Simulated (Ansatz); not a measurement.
Input file:

```yaml
crystal:
  periodic: [false, false, false]
  atoms:
    - {symbol: Ga, position_ang: [0.000000, 0.001038, -0.055194]}
    - {symbol: H, position_ang: [0.000000, 1.521711, -0.197915]}
    - {symbol: H, position_ang: [0.000000, 0.383560, 2.106890]}
    - {symbol: H, position_ang: [0.000000, -1.519635, -0.197915]}
    - {symbol: H, position_ang: [0.000000, -0.457440, 2.106890]}
basis:
  gaussian: {orbitals: cc-pVDZ}
total_charge: 1
magnetization: {spin_polarized: false}
hamiltonian: {xc: {name: r2SCAN}}
correlation: {method: ccsd, electrons: all}
scf: {omitted_lower_state_checks: [cluster_reference]}
output: {forces: true}
```

```sh
$ ansatz run in.yaml --threads 1 --pin off --events-out ev --progress --plain --max-ram 2393MiB
```

The program prints:

```
these checks for a lower state are left out or cut short: cluster_reference
494 factors; integrals over basis functions are off by at most 1.3e-3 eV
mean field evaluation 1: about -52431.7851 eV, gradient 1.2e1 eV
mean field evaluation 2: about -52431.7787 eV, gradient 1.2e1 eV
mean field evaluation 4: about -52432.3427 eV, gradient 1.4e0 eV
mean field evaluation 8: about -52432.3468 eV, gradient 4.4e-3 eV
mean field evaluation 16: about -52432.3468 eV, gradient 8.9e-7 eV
mean field -52432.34679698 eV, -1926.8532048677 hartree, gradient 8.9e-7 eV, S^2 0.000000; 0 other end points of the search recorded, 0 dependent functions left out
reference -52387.35418530 eV, -1925.1997568859 hartree; 17, 17 occupied and 30, 30 virtual orbitals, 494 factors
second order -3.15447789 eV of doubles, -0.37825873 eV of singles
cycle   1  -3.74989975 eV  change   -2.3e-1 eV  update   6.3e-2
cycle   2  -3.96608475 eV  change   -2.2e-1 eV  update   2.0e-2
cycle   3  -4.00134605 eV  change   -3.5e-2 eV  update   7.3e-3
cycle   4  -4.00338215 eV  change   -2.0e-3 eV  update   1.6e-3
cycle   5  -4.00355542 eV  change   -1.7e-4 eV  update   4.4e-4
cycle   6  -4.00343942 eV  change    1.2e-4 eV  update   1.6e-4
cycle   7  -4.00344882 eV  change   -9.4e-6 eV  update   3.9e-5
cycle   8  -4.00345740 eV  change   -8.6e-6 eV  update   9.2e-6
the calculation of the forces begins
Total energy: -52391.35764271 eV, -1925.3468812319 hartree
Atom 0 at     0.000000     0.001038    -0.055194 Å, force    -0.000000    -0.029525     0.038983 eV/Å
Atom 1 at     0.000000     1.521711    -0.197915 Å, force     0.000000     0.029424    -0.033033 eV/Å
Atom 2 at     0.000000     0.383560     2.106890 Å, force     0.000000    -1.821401     0.043715 eV/Å
Atom 3 at     0.000000    -1.519635    -0.197915 Å, force    -0.000000    -0.026604    -0.064090 eV/Å
Atom 4 at     0.000000    -0.457440     2.106890 Å, force     0.000000     1.848106     0.014425 eV/Å
Dipole moment:    -0.000000    -0.003288     0.227005 e Å
Checks for a lower state left out: cluster_reference
```

Forces (eV/Å):
```
Ga   0.000 -0.030  0.039
H    0.000  0.029 -0.033
H    0.000 -1.821  0.044
H    0.000 -0.027 -0.064
H    0.000  1.848  0.014
```

Ran on 1 thread of Arm Neoverse V1, shared host: 7.5 s wall, 0.14 GiB peak host memory.
